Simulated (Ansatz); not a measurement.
Species: C₄H₄S, charge 0, singlet. C4H4S (SMILES c1ccsc1).
B3LYP-D3(BJ)/def2-TZVP minimum from Ansatz (a first-principles code):
```xyz
9

S     -0.0075     0.0093     1.1889
C     -0.0031     1.2348    -0.0155
C      0.0032    -1.2349     0.0038
C      0.0061     0.7012    -1.2720
C      0.0098    -0.7210    -1.2609
H     -0.0076     2.2744     0.2670
H      0.0041    -2.2700     0.3026
H      0.0102     1.2987    -2.1721
H      0.0169    -1.3325    -2.1515
```
Charge 0, spin multiplicity 1.

Wanted: atomisation energy (electronic, to ground-state atoms), in kJ/mol. Open shells are spin-unrestricted; no spin-orbit coupling. CBS(X,Y): correlation extrapolated as X^-3, Hartree-Fock from the larger set. A bracket is a step between two methods taken in the basis named. Functionals run without relativity, which enters their misses. Double hybrids freeze cores in their MP2 part. 'core' is core correlation in cc-pwCVTZ (1s frozen past Ne), 'X2C' scalar relativity in cc-pVTZ-DK, both at CCSD(T). For partners of very few electrons the exact lower level stands in for a higher one. The restricted determinant of C4H4S (c1ccsc1, singlet) is unstable towards broken spin symmetry in at least one set run.

CCSD(T)/CBS(cc-pV(T+d)Z,cc-pV(Q+d)Z) + [CCSDT(Q) - CCSD(T)]/cc-pV(D+d)Z + core + X2C (Ansatz) gives 4040.9 kJ/mol.

Q: How far off this value is PBE/def2-TZVPD (Ansatz), in which direction, and how far these levels: B3LYP/def2-TZVPD, PBE0/def2-TZVPD, wB97M-V/def2-TZVPD, B2PLYP/def2-TZVPD, CCSD(T)/CBS(cc-pV(T+d)Z,cc-pV(Q+d)Z) + core + X2C?

A: PBE gives 4169.6 kJ/mol, 128.7 kJ/mol above it. Differences of the others: B3LYP/def2-TZVPD (Ansatz) -51.4; PBE0/def2-TZVPD (Ansatz) 41.5; wB97M-V/def2-TZVPD (Ansatz) 1.6; B2PLYP/def2-TZVPD (Ansatz) -52.7; CCSD(T)/CBS(cc-pV(T+d)Z,cc-pV(Q+d)Z) + core + X2C (Ansatz) -3.3 kJ/mol.
